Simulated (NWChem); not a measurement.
# A calculation on C$_{2}$H$_{3}$F

```xyz
6

C      1.1815    -0.1871     0.0000
C     -0.1259    -0.4075     0.0000
F     -1.0213     0.5743     0.0000
H      1.5823     0.8287     0.0000
H      1.8700    -1.0325     0.0000
H     -0.5944    -1.3973     0.0000
```
Charge 0, spin multiplicity 1.

The numbers come from NWChem runs, not from measurements. All single points use one geometry, from PBE0/def2-SVP, a minimum by its harmonic frequencies.

Symmetry labels belong to the abelian group Cs used in the runs, with the axes of the coordinates shown.

The structure started from a generated list of species.

Problem. List the lowest 3 singlet excitations that CIS/def2-SVPD gives, with oscillator strengths.

Solution. 
| state | symmetry | energy (eV) | wavelength (nm) | f |
|---|---|---|---|---|
| 1 | a" | 7.93 | 156 | 0.076 |
| 2 | a' | 8.27 | 150 | 0.542 |
| 3 | a" | 8.69 | 143 | 0.007 |
